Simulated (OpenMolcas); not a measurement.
# doublet [OF2]+ at 5 levels

Wanted: a comparison of 5 runs (UHF/3-21G, U-r2SCAN/cc-pVTZ, UB3LYP/cc-pVTZ, UBHLYP/cc-pVTZ, ROMP2/cc-pVTZ) of doublet [OF2]+. 

Program for the calculation: OpenMolcas 26.06.

### Step 1. The structure to begin with

[OF2]+: 3 atoms, total charge +1, spin state doublet. As SMILES of the parent species, `FOF`. The coordinates come from a PBE0-D4/def2-TZVP relaxation. That shape belongs to the parent species and isn't relaxed for this state.

Bond lengths: F1–O2 1.381 Å, O2–F3 1.381 Å. Angles: F1–O2–F3 103.9°.

### Step 2. The energy at UHF/3-21G (run 1)

File input.xyz:

```xyz
3

F      0.953290    -0.339960     0.488270
O      0.000520     0.563910     0.062040
F     -0.953810    -0.223960    -0.550310
```

File run.inp:

```
* F2O Hartree-Fock

&GATEWAY
  BASLIB
  $CurrDir
  COORD
  input.xyz
  BASIS
  3-21G
  GROUP
  NoSym

&SEWARD

&SCF
  UHF
  CHARGE
  1
  SPIN
  2
  THRESHOLDS
  1e-10 1e-07 1e-07 1e-05
  PRORBITALS
  1 1
```

The basis set 3-21G is read from a file made from the Basis Set Exchange's data (not shown).

Started as:

```sh
$ export MOLCAS_MEM=1860
$ pymolcas run.inp > run.log
```

Standard output:

```text
--- Start Module: gateway ---
[...]
--- Stop Module: gateway /rc=_RC_ALL_IS_WELL_ ---
--- Start Module: seward ---
[...]
      Basis functions           27
--- Stop Module: seward /rc=_RC_ALL_IS_WELL_ ---
--- Start Module: scf ---
[...]
       Convergence after  28 Iterations
[...]
::    Total SCF energy                               -271.5390721052
[...]
      Total spin, S                                     0.6866571640
[...]
      Total electronic charge=   25.000000
      Total            charge=    1.000000
[...]
      Dipole Moment (debye):
      Origin of the operator (angstrom)=   -0.0000   -0.0314   -0.0035
                   X=  7.7890E-04               Y=  8.3814E-01               Z=  9.2213E-02           Total=  8.4320E-01
      Center of Charge (angstrom)
[...]
--- Stop Module: scf /rc=_RC_ALL_IS_WELL_ ---
[...]
```

Run time: 2.2 s. Hardware: 1 thread of Arm Neoverse V1, shared host; peak memory 0.37 GiB.

### Step 3. A single-point energy at U-r2SCAN/cc-pVTZ (run 2)

File test.inp:

```
&GATEWAY
BasLib = $CurrDir
Coord
3
angstrom
F        0.953290      -0.339960       0.488270
O        0.000520       0.563910       0.062040
F       -0.953810      -0.223960      -0.550310
Basis = cc-pVTZ
Group = NoSym
&SEWARD
GridInput
Grid=UltraFine
End of Grid
&SCF
UHF
Charge = 1
Spin = 2
KSDFT = 2
1.0 MGGA_X_R2SCAN
1.0 MGGA_C_R2SCAN
Thresholds = 1e-10 1e-07 1e-07 1e-05
PrOrbitals = 1 1
```

The basis set cc-pVTZ is read from a file made from the Basis Set Exchange's data (not shown).

Started as:

```sh
$ export MOLCAS_MEM=1860
$ pymolcas test.inp > test.log
```

Standard output:

```text
--- Start Module: gateway ---
[...]
--- Stop Module: gateway /rc=_RC_ALL_IS_WELL_ ---
--- Start Module: seward ---
[...]
      Basis functions           90
--- Stop Module: seward /rc=_RC_ALL_IS_WELL_ ---
[...]
--- Start Module: scf ---
[...]
       Convergence after  21 Iterations
[...]
::    Total KS-DFT energy                            -274.1896938952
[...]
      Total spin, S                                     0.5018489050
[...]
      Total electronic charge=   25.000000
      Total            charge=    1.000000
[...]
      Dipole Moment (debye):
      Origin of the operator (angstrom)=   -0.0000   -0.0314   -0.0035
                   X=  6.7736E-04               Y=  7.0243E-01               Z=  7.7296E-02           Total=  7.0667E-01
      Center of Charge (angstrom)
[...]
--- Stop Module: scf /rc=_RC_ALL_IS_WELL_ ---
[...]
```

Wall time 49 s (1 thread of Arm Neoverse V1, shared host); peak memory 0.49 GiB.

### Step 4. A single-point energy at UB3LYP/cc-pVTZ (run 3)

File test.input:

```
&GATEWAY
 BasLib = $CurrDir
 Coord
 3
 angstrom
 F        0.953290      -0.339960       0.488270
 O        0.000520       0.563910       0.062040
 F       -0.953810      -0.223960      -0.550310
 Basis = cc-pVTZ
 Group = NoSym

&SEWARD
 GridInput
 Grid=UltraFine
 End of Grid

&SCF
 UHF
 Charge = 1
 Spin = 2
 KSDFT = B3LYP
 Thresholds = 1e-10 1e-07 1e-07 1e-05
 PrOrbitals = 1
```

The basis set cc-pVTZ is read from a file made from the Basis Set Exchange's data (not shown).

Started as:

```sh
$ export MOLCAS_MEM=1860
$ pymolcas test.input > test.log
```

Standard output:

```text
--- Start Module: gateway ---
[...]
--- Stop Module: gateway /rc=_RC_ALL_IS_WELL_ ---
--- Start Module: seward ---
[...]
      Basis functions           90
--- Stop Module: seward /rc=_RC_ALL_IS_WELL_ ---
[...]
--- Start Module: scf ---
[...]
       Convergence after  20 Iterations
[...]
::    Total KS-DFT energy                            -274.2862480323
[...]
      Total spin, S                                     0.5018962415
[...]
      Total electronic charge=   25.000000
      Total            charge=    1.000000
[...]
      Dipole Moment (debye):
      Origin of the operator (angstrom)=   -0.0000   -0.0314   -0.0035
                   X=  7.0105E-04               Y=  7.2885E-01               Z=  8.0201E-02           Total=  7.3325E-01
      Center of Charge (angstrom)
[...]
--- Stop Module: scf /rc=_RC_ALL_IS_WELL_ ---
[...]
```

It took 34 s on 1 thread of Arm Neoverse V1, shared host; peak memory 0.49 GiB.

Run 4 isn't shown in full; the table further down has it.

### Step 5. The energy at ROMP2/cc-pVTZ (run 5)

File coord.xyz:

```xyz
3

F      0.953290    -0.339960     0.488270
O      0.000520     0.563910     0.062040
F     -0.953810    -0.223960    -0.550310
```

File job.input:

```
&GATEWAY
  BasLib=$CurrDir
  Coord=coord.xyz
  Basis=cc-pVTZ
  Group=NoSym

&SEWARD

&SCF
  UHF
  Charge=1
  Spin=2
  Thresholds=1e-10 1e-07 1e-07 1e-05
  PrOrbitals=1 2

&RASSCF
  FileOrb=$Project.UnaOrb
  Spin=2
  Nactel=1 0 0
  Inactive=12
  Ras2=1
  OutOrbitals=Canonical
  OrbListing=Nothing

&CASPT2
  IPEA=0.0
  Frozen=3
```

The basis set cc-pVTZ is read from a file made from the Basis Set Exchange's data (not shown).

Started as:

```sh
$ export MOLCAS_MEM=1860
$ pymolcas job.input > job.log
```

Standard output:

```text
--- Start Module: gateway ---
[...]
--- Stop Module: gateway /rc=_RC_ALL_IS_WELL_ ---
[...]
      Basis functions           90
[...]
       Convergence after  32 Iterations
[...]
::    Total SCF energy                               -273.1028040119
[...]
      Total spin, S                                     0.6626050779
[...]
--- Start Module: rasscf ---
[...]
      Number of active orbitals                  1
[...]
      Spin quantum number                      0.5
[...]
      Active orbitals                            1
[...]
      Number of CSFs                             1
[...]
      Number of root(s) required                 1
[...]
      Convergence after 11 iterations
[...]
      printout of CI-coefficients larger than  0.05 for root  1
      energy=    -273.085516
      conf/sym  1     Coeff  Weight
             1  u   1.00000 1.00000
      Natural orbitals and occupation numbers for root  1
      sym 1:   1.000000
      ************************************************************************************************************************
      *                                                    Final results                                                     *
[...]
::    RASSCF root number  1 Total energy:   -273.08551613
[...]
      Total electronic charge=   25.000000
      Total            charge=    1.000000
[...]
      Dipole Moment (debye):
      Origin of the operator (angstrom)=   -0.0000   -0.0314   -0.0035
                   X=  9.1594E-04               Y=  9.9889E-01               Z=  1.0989E-01           Total=  1.0049E+00
      Center of Charge (angstrom)
[...]
--- Stop Module: rasscf /rc=_RC_ALL_IS_WELL_ ---
[...]
--- Start Module: caspt2 ---
[...]
      E2 (Variational):          -0.7405831100
      Total energy:            -273.8260992438
[...]
      Reference weight:           0.84988
[...]
::    CASPT2 Root  1     Total energy:   -273.82609924
[...]
```

Wall time 19 s (1 thread of Arm Neoverse V1, shared host); peak memory 0.49 GiB.

### Step 6. The series

```
run             level  integration grid  frozen core orbitals  energy (Eh)  HOMO energy (eV)  LUMO energy (eV)   ⟨S²⟩  wall time
  1         UHF/3-21G                 –                     –  -271.539072            -28.46             -9.83  1.158      2.2 s
  2  U-r2SCAN/cc-pVTZ         UltraFine                     –  -274.189694            -20.07            -17.56  0.754       49 s
  3    UB3LYP/cc-pVTZ         UltraFine                     –  -274.286248            -21.55            -16.95  0.754       34 s
  4    UBHLYP/cc-pVTZ         UltraFine                     –  -274.143985            -24.53            -15.00  0.763       42 s
  5     ROMP2/cc-pVTZ                 –                     3  -273.826099                 –                 –      –       19 s
```

### Step 7. Results

| quantity | value |
| --- | --- |
| run 5: total energy | -273.82610 Eh |

In words: Totals of different functionals can't be ranked against each other. Spin contamination of the reference: run 1 ⟨S²⟩ = 1.16. All runs together took 2.4 min, the longest 49 s.
